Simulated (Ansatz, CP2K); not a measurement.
## How methods differ on SO (sulfur oxide)

The species is SO (2 atoms), meant as a triplet with charge 0. SMILES: `O=S`. The bond length is the measured one.

```xyz
2

O     0.0000    0.0000    0.0000
S     0.0000    0.0000    1.4811
```

Quantity: the vertical electron affinity (to the doublet anion), in eV. The values are calculated.

The electron affinity is E(neutral) − E(anion): positive where the electron is bound.

| level | kind | program | value (eV) |
| --- | --- | --- | --- |
| PM6 | semi-empirical | CP2K | 1.24 |
| UCAM-B3LYP/def2-SVP | range-separated hybrid | Ansatz | -0.09 |
| UCAM-B3LYP/def2-SVPD | range-separated hybrid | Ansatz | 1.05 |
| UCAM-B3LYP/def2-TZVPD | range-separated hybrid | Ansatz | 1.00 |
| UCAM-B3LYP/def2-TZVPPD | range-separated hybrid | Ansatz | 1.00 |
| UCAM-B3LYP/def2-QZVPPD | range-separated hybrid | Ansatz | 1.01 |

The values span -0.09 to 1.24 eV.
